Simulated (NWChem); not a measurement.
Molecule: NH2, doublet; SMILES [NH2]

Program: NWChem. Spin-unrestricted. In the optimisation the excess spin sits in b2 (C2v, its own frame). No stability test was run on the SCF state. Each level has its own optimisation; frequencies are unscaled.

```json
[
 {"level": "UHF/STO-3G", "r H–N (Å)": "[?]", "highest harmonic frequency (cm⁻¹)": "[?]", "lowest (cm⁻¹)": "[?]", "zero-point energy (kcal/mol)": "[?]"},
 {"level": "CAM-B3LYP/def2-SVP", "r H–N (Å)": "1.035", "highest harmonic frequency (cm⁻¹)": "3457", "lowest (cm⁻¹)": "1528", "zero-point energy (kcal/mol)": "11.9"},
 {"level": "LDA (Slater exchange, VWN5)/def2-SVP", "r H–N (Å)": "1.048", "highest harmonic frequency (cm⁻¹)": "3335", "lowest (cm⁻¹)": "1453", "zero-point energy (kcal/mol)": "11.5"},
 {"level": "PBE0-D3(BJ)/def2-TZVP", "r H–N (Å)": "1.027", "highest harmonic frequency (cm⁻¹)": "3482", "lowest (cm⁻¹)": "1530", "zero-point energy (kcal/mol)": "12.0"}
]
```

Problem. Complete the blanks.

Solution. 
- UHF/STO-3G, r H–N (Å): 1.058
- UHF/STO-3G, highest harmonic frequency (cm⁻¹): 3913
- UHF/STO-3G, lowest (cm⁻¹): 1944
- UHF/STO-3G, zero-point energy (kcal/mol): 13.7
